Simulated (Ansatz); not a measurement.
# Other spins and charges of Si₂H₂ (H-bridged), singlet at one geometry

Geometry (PBE0/def2-TZVP stationary point for this spin, not checked as a minimum):

```xyz
4

Si    0.0000    0.0641    1.0054
Si    0.0000   -0.0046   -1.0948
H     0.0000   -0.3818    2.4302
H     0.0000   -1.2748    0.0623
```

Basis cc-pVDZ; Ansatz 0.2.0. Only valence electrons are correlated (noble-gas cores frozen). R marks a restricted (for open shells ROHF) determinant, U an unrestricted one. Active spaces: valence = (10e, 10o) chosen from the atoms' valence shells.

Gaps are energies of the second state less the first, at fixed atoms, for a selection of the levels run; each method lands on the state that its own search finds for that charge and spin.

Unrestricted rows (U, and Kohn–Sham where it breaks symmetry) aren't spin-pure: their determinants' ⟨S²⟩ exceeds S(S+1) by up to 0.34, so they mix in states of higher spin. HF rows: RHF is the determinant under the cluster runs, UHF is the lowest solution found. Coupled cluster chose its determinant by a search with trial CCSD, here up to 0.12 eV above the lowest Hartree–Fock solution of its kind, and MP2 stands on that determinant too. A value is left out where its run failed or describes another state than the reference as far as symmetry and spin tell, or, spin-broken singlets apart, can't be checked.

Task: PBE gives 2.146 eV for triplet less singlet. Estimate what RCCSDTQ gives in cc-pVDZ.

Result: RCCSDTQ in cc-pVDZ gives 2.344 eV, so against it PBE is off by -0.198 eV, of which a good part can be the reference's own basis and frozen-core error.

```tsv
level	gap (eV)	error (meV)
RMP2	2.391	47
RCCSD	2.269	-75
RCCSD(T)	2.346	2
BCCD(T)	2.347	3
RCCSDT	2.336	-8
RCCSDT(Q)	2.346	2
wB97M-V	2.292	-52
RPA-PBE	2.293	-51
```

Removing an electron, to the doublet: 8.051 eV at RCCSDTQ.

```json
{"level": "RHF", "gap (eV)": "7.056", "error (meV)": "-995", "⟨S²⟩ where 0.1 over S(S+1) (first / second)": "– / –"}
{"level": "UHF", "gap (eV)": "7.036", "error (meV)": "-1015", "⟨S²⟩ where 0.1 over S(S+1) (first / second)": "0.34 / –"}
{"level": "RMP2", "gap (eV)": "8.036", "error (meV)": "-15", "⟨S²⟩ where 0.1 over S(S+1) (first / second)": "– / –"}
{"level": "CISD", "gap (eV)": "7.764", "error (meV)": "-287", "⟨S²⟩ where 0.1 over S(S+1) (first / second)": "– / –"}
{"level": "RCCSD", "gap (eV)": "7.946", "error (meV)": "-105", "⟨S²⟩ where 0.1 over S(S+1) (first / second)": "– / –"}
{"level": "RCCSD(T)", "gap (eV)": "8.047", "error (meV)": "-4", "⟨S²⟩ where 0.1 over S(S+1) (first / second)": "– / –"}
{"level": "BCCD(T)", "gap (eV)": "8.047", "error (meV)": "-4", "⟨S²⟩ where 0.1 over S(S+1) (first / second)": "– / –"}
{"level": "RCCSDT", "gap (eV)": "8.039", "error (meV)": "-12", "⟨S²⟩ where 0.1 over S(S+1) (first / second)": "– / –"}
{"level": "RCCSDT(Q)", "gap (eV)": "8.053", "error (meV)": "2", "⟨S²⟩ where 0.1 over S(S+1) (first / second)": "– / –"}
{"level": "CASSCF (valence space)", "gap (eV)": "7.348", "error (meV)": "-703", "⟨S²⟩ where 0.1 over S(S+1) (first / second)": "– / –"}
{"level": "NEVPT2 (valence space)", "gap (eV)": "7.890", "error (meV)": "-161", "⟨S²⟩ where 0.1 over S(S+1) (first / second)": "– / –"}
{"level": "MRCISD (valence space)", "gap (eV)": "7.960", "error (meV)": "-91", "⟨S²⟩ where 0.1 over S(S+1) (first / second)": "– / –"}
{"level": "MRCISD+Q (valence space)", "gap (eV)": "8.050", "error (meV)": "-1", "⟨S²⟩ where 0.1 over S(S+1) (first / second)": "– / –"}
{"level": "PBE", "gap (eV)": "8.164", "error (meV)": "113", "⟨S²⟩ where 0.1 over S(S+1) (first / second)": "– / –"}
{"level": "r2SCAN", "gap (eV)": "8.173", "error (meV)": "122", "⟨S²⟩ where 0.1 over S(S+1) (first / second)": "– / –"}
{"level": "PBE0", "gap (eV)": "8.121", "error (meV)": "70", "⟨S²⟩ where 0.1 over S(S+1) (first / second)": "– / –"}
{"level": "B3LYP", "gap (eV)": "8.105", "error (meV)": "54", "⟨S²⟩ where 0.1 over S(S+1) (first / second)": "– / –"}
{"level": "wB97M-V", "gap (eV)": "8.034", "error (meV)": "-17", "⟨S²⟩ where 0.1 over S(S+1) (first / second)": "– / –"}
{"level": "B2PLYP", "gap (eV)": "8.053", "error (meV)": "2", "⟨S²⟩ where 0.1 over S(S+1) (first / second)": "– / –"}
{"level": "RPA-PBE", "gap (eV)": "8.154", "error (meV)": "103", "⟨S²⟩ where 0.1 over S(S+1) (first / second)": "– / –"}
```

In so small a basis the reference is far from its limit while semilocal and hybrid functionals are nearer theirs (RPA and double hybrids share part of the reference's basis error), so the functionals' errors here hold much of the reference's basis and frozen-core error, which can add to them or hide them.

Full CI isn't at hand for all of this; RCCSDTQ serves as the reference, and is uncertain by the last step of the cluster series or more. The frozen core follows each run's orbitals, which can shift R against U totals by a few meV.
